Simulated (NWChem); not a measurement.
## Basis-set dependence for N

```
N
```
Charge 0, spin multiplicity 4.

Everything below was run with NWChem.

Hartree-Fock energies in Ha, correlation energies in mHa.

The correlated methods keep 1 core orbital frozen. The stability of the SCF solutions was not checked. Open-shell Hartree-Fock references start from PBE0 orbitals. No row is a measurement; the coupled-cluster row has its own basis-set and correlation limits.

```json
[
 {"basis": "STO-3G", "functions": "5", "UHF": "-53.71901", "CCSDT on ROHF": "0.0", "UMP2": "not run", "SCS-UMP2": "not run", "URI-MP2": "not run", "CCSD on ROHF": "not run", "CCSD[T] on ROHF": "not run", "CCSD(T) on ROHF": "not run", "CCSD on UHF": "not run", "CCSD[T] on UHF": "not run", "CCSD(T) on UHF": "not run"},
 {"basis": "cc-pVDZ", "functions": "14", "UHF": "-54.39111", "CCSDT on ROHF": "-90.1", "UMP2": "-70.7", "SCS-UMP2": "-66.3", "URI-MP2": "-70.7", "CCSD on ROHF": "-89.3", "CCSD[T] on ROHF": "-90.0", "CCSD(T) on ROHF": "-90.0", "CCSD on UHF": "-86.8", "CCSD[T] on UHF": "-87.4", "CCSD(T) on UHF": "-87.4"},
 {"basis": "cc-pVTZ", "functions": "30", "UHF": "-54.40069", "CCSDT on ROHF": "-117.5", "UMP2": "-95.9", "SCS-UMP2": "-89.7", "URI-MP2": "-95.9", "CCSD on ROHF": "-114.8", "CCSD[T] on ROHF": "-117.4", "CCSD(T) on ROHF": "-117.4", "CCSD on UHF": "-111.7", "CCSD[T] on UHF": "-114.0", "CCSD(T) on UHF": "-114.0"},
 {"basis": "cc-pVQZ", "functions": "55", "UHF": "-54.40372", "CCSDT on ROHF": "not run", "UMP2": "-103.9", "SCS-UMP2": "-97.6", "URI-MP2": "-103.9", "CCSD on ROHF": "-121.6", "CCSD[T] on ROHF": "-124.7", "CCSD(T) on ROHF": "-124.7", "CCSD on UHF": "-118.3", "CCSD[T] on UHF": "-121.1", "CCSD(T) on UHF": "-121.1"}
]
```

From cc-pVTZ to cc-pVQZ the Hartree-Fock energy moves by -3.0 mHa and the UMP2 correlation energy by -7.9 mHa, which is 8 % of its value in the larger set.
